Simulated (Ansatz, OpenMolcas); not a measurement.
**A small benchmark: atomisation enthalpy at 298 K**

8 molecules of light elements (H to F); the atomisation enthalpy at 298 K in kJ/mol, computed less measured. Shapes, held fixed at every level: PBE0-D4/def2-TZVP. Flexible molecules stand in one conformer, not always the lowest. Thermal terms are harmonic and unscaled (PBE0-D4/def2-TZVP); the spin-orbit lowering of the free atoms is taken from their spectra. Programs: Ansatz 0.2.0, OpenMolcas 26.06. Measured values: Active Thermochemical Tables, CRC Handbook of Chemistry and Physics, NIST-JANAF tables.

Levels: A = HF/def2-TZVPP; B = B3LYP/6-31G* (Cartesian functions); C = CCSD(T)/def2-SVP; D = CCSD/def2-TZVPP.

| molecule | from tabulated heats | A | B | C | D |
| --- | --- | --- | --- | --- | --- |
| B(OH)O (oxoborinic acid) | 1847 | -582 | -46 | -109 | -116 |
| CH3O (hydroxymethyl radical) | 1636 | -505 | -25 | -100 | -71 |
| C2H3F (SMILES C=CF) | 2310 | -651 | -10 | -109 | -102 |
| C3H4 (allene) | 2832 | -760 | -12 | -121 | -123 |
| C3H6 (propene) | 3438 | -865 | -16 | -136 | -123 |
| CH6N2 (SMILES CNN) | 2875 | -1013 | -27 | -206 | -145 |
| C3H8O (methoxyethane) | 4360 | -1188 | -13 | -193 | -157 |
| C3H8O2 (dimethoxymethane) | 4742 | -1404 | -19 | -230 | -192 |

Which level does best on this set, which worst, and which err to one side?


| level | kind | mean error | mean absolute error | worst case |
| --- | --- | --- | --- | --- |
| HF/def2-TZVPP | Hartree–Fock | -871.0 | 871.0 | C3H8O2 |
| B3LYP/6-31G* (Cartesian functions) | global hybrid | -21.0 | 21.0 | B(OH)O |
| CCSD(T)/def2-SVP | coupled cluster or CI | -150.5 | 150.5 | C3H8O2 |
| CCSD/def2-TZVPP | coupled cluster or CI | -128.6 | 128.6 | C3H8O2 |

On this set B3LYP/6-31G* (Cartesian functions) has the smallest mean absolute error and HF/def2-TZVPP the largest. HF/def2-TZVPP is too low in 8 of 8; B3LYP/6-31G* (Cartesian functions) is too low in 8 of 8; CCSD(T)/def2-SVP is too low in 8 of 8; CCSD/def2-TZVPP is too low in 8 of 8. Heats of the atoms come from ATcT where it has them, that of boron, 570 kJ/mol, from recent work. The levels differ in basis as well as in method. The tabulated value of B(OH)O is in doubt (older tables, estimates, or at odds with other calculations) and kept here. Over the 7 molecules whose values aren't doubted the mean absolute errors are A 912.3; B 17.4; C 156.4; D 130.4. A functional in a double-zeta set wins here by errors that cancel. For HF/def2-TZVPP and CCSD(T)/def2-SVP and CCSD/def2-TZVPP the error tends to grow with the atomisation enthalpy. Hartree–Fock lacks correlation and underbinds. Correlated wave functions converge slowly with the basis. CCSD also lacks the triples, which bind further. Open shells run unrestricted. The set is small.
